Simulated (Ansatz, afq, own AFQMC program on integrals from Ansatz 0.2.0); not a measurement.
Two steps: Ansatz 0.2.0 writes the Fock matrix and Cholesky factors of the valence space, and afq projects on them the lowest state that overlaps trial and start.

```yaml
crystal:
  periodic: [false, false, false]
  atoms:
    - {symbol: Si, position_ang: [0.000074, -0.006985, -0.006937]}
    - {symbol: H, position_ang: [-0.013815, 1.300705, 1.291678]}
    - {symbol: H, position_ang: [-0.016423, -1.084618, 1.078050]}
    - {symbol: H, position_ang: [0.016571, 1.070647, -1.091924]}
    - {symbol: H, position_ang: [0.011599, -1.092092, -1.084513]}
basis:
  gaussian: {orbitals: 6-31G}
magnetization: {spin_polarized: true, initial_magnetization: 2}
correlation: {method: ccsd_t, electrons: outside_noble_gas, hamiltonian_folder: ham}
```

```sh
$ ansatz run in.yaml --threads 1 --pin off --events-out ev --progress --plain --max-ram 24576MiB --backend cuda --devices 0, --max-vram 18GiB
```

Options of the walk:

```
--method phaseless --trial cisd --walkers 4000 --populations 20 --least-time 60 --time-step 0.005 --steps-per-block 50 --equilibration-blocks 28 --max-blocks 4000 --target-error 0.00017 --factor-cut 1e-05 --start spin_pure --seed 718 --release-times 0.24,0.51,0.99,1.62,2.4 --release-step 0.03 --release-every 3 --taylor-order 6
```

Times are imaginary, in 1/Eh. The walk had a cap of 122 s. With eight or more populations the least sampling time is a fifth of least-time, and the error comes from their spread.

afq prints:

```
orbitals 16  electrons 5 3  factors 104 of 268
reference energy -290.99100046 Eh
CCSD correlation -0.08871660 Eh in 12 cycles, weight of the determinant in the CISD state 0.9041
energy of the start -291.079302 Eh
 block  time / (1/Eh)  mean weight  energy / Eh
     1     0.250  0.9999  -291.078869
     2     0.500  0.9999  -291.078957
     3     0.750  0.9999  -291.079243
     4     1.000  1.0000  -291.079581
     5     1.250  1.0001  -291.079903
     8     2.000  1.0000  -291.080643
    11     2.750  1.0000  -291.081059
    14     3.500  1.0002  -291.081208
    17     4.250  1.0000  -291.081534
    20     5.000  1.0000  -291.081194
    23     5.750  1.0000  -291.081439
    26     6.500  1.0000  -291.081538
    29     7.250  1.0001  -291.081199
    32     8.000  1.0000  -291.081288
    35     8.750  1.0000  -291.081502
    38     9.500  1.0000  -291.081522
    41    10.250  0.9998  -291.081436
    44    11.000  0.9999  -291.081473
    47    11.750  0.9999  -291.081500
    50    12.500  0.9997  -291.081470
    53    13.250  1.0000  -291.081634
    56    14.000  1.0001  -291.081362
    59    14.750  1.0001  -291.081705
    62    15.500  1.0000  -291.081477
    65    16.250  0.9998  -291.081460
    68    17.000  1.0001  -291.081815
    71    17.750  0.9997  -291.081532
    74    18.500  1.0000  -291.081357
    77    19.250  1.0000  -291.081694
    78    19.500  1.0001  -291.081790
error from the spread of 20 populations
released: time / (1/Eh)  energy / Eh  error  mean overlap
  0.24  -291.081612  0.000030  0.9985
  0.51  -291.081656  0.000029  0.9987
  0.99  -291.081715  0.000028  0.9995
  1.62  -291.081747  0.000022  1.0006
  2.40  -291.081773  0.000022  0.9996
energy -291.081522 +/- 0.000036 Eh
(rows thinned)
```

The run passed its tests (sampling time, drift between the halves within three errors, error under three times the target), which doesn't prove that it has relaxed. The second half of the sampling lies below the first by 1.5 errors of their difference, so the energy may still be moving and its error bar be too small.

Against this walk (error 1.0 meV) on the same determinant: CCSD(T) 10.2 meV higher, CCSDT(Q) 9.1 meV lower, CCSDTQ 8.4 meV lower, full CI 8.4 meV lower. The error is statistical and leaves out the bias of the constraint. Released to 2.40 1/Eh the energy lies 6.8 ± 1.1 meV (both errors) below the phaseless value, which shows part or all of the bias of the constraint, and full CI lies 1.6 meV below the released value. Full CI is exact here, so the walk's 8 meV above it is the walk's own error: the bias of the constraint with this trial, or a walk that hasn't relaxed.

Cautions: constraint bias not in the error; lower spins were not checked.

The walk took 42 s on 1 × NVIDIA H100 80GB HBM3 with 2 threads of AMD EPYC 7R13 Processor (Zen 3) (shared host) (the card was shared). The log's last line is the phaseless energy.

CCSDT and higher add their correlation energy to the determinant of the CCSD(T) run, since their own runs factorise the integrals more tightly (a shift of under 2 meV). A walk keeps the symmetry of its determinant, which the program's search chose and which needn't be the lowest solution, so a lower state of the same spin and another symmetry isn't excluded.
